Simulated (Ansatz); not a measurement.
Z-matrix (Å, degrees):
```
C
O 1 1.410
H 1 1.089 2 107.0
H 1 1.093 2 111.5 3 -119.6
H 1 1.098 2 110.8 3 118.8
C 2 1.373 1 113.6 3 -174.0
O 6 1.402 2 110.1 1 -67.8
H 6 1.108 2 111.1 1 53.1
H 6 1.099 2 106.9 1 172.2
C 7 1.400 6 112.1 2 176.5
H 10 1.099 7 111.7 6 61.3
H 10 1.090 7 107.5 6 -179.5
H 10 1.099 7 111.7 6 -60.1
```

The species carries charge 0 and has multiplicity 1.

(1) List the PBE/def2-TZVPP orbital energies in eV (Ansatz). (An estimate is asked.)

Answers

(1) Ansatz gave: Occupied: -510.57, -510.45, -271.30, -270.07, -269.90, -26.99, -25.46, -18.25, -16.88, -15.17, -12.54, -12.48, -12.35, -10.74, -10.35, -10.29, -9.25, -8.02, -7.76, -6.32, -5.96. Lowest empty: 0.53, 1.10, 1.54, 1.78, 2.11, 2.29, 2.49, 2.70.
